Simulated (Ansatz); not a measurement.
Results of HSE06-D3(BJ) (plane waves, PAW; Ansatz, a first-principles code) for litharge PbO.

The cell is the one relaxed with PBE-D3(BJ): a = b = 4.034 Å, c = 4.994 Å, α = β = γ = 90.00°.

Estimate the interlayer binding energy that the calculation returns.


interlayer binding energy: 36.0 meV/Å²

Spin–orbit coupling is not included; it can shift volumes and moduli of such heavy elements.

It cost about 13 core-minutes (a rough figure) of CPU time.
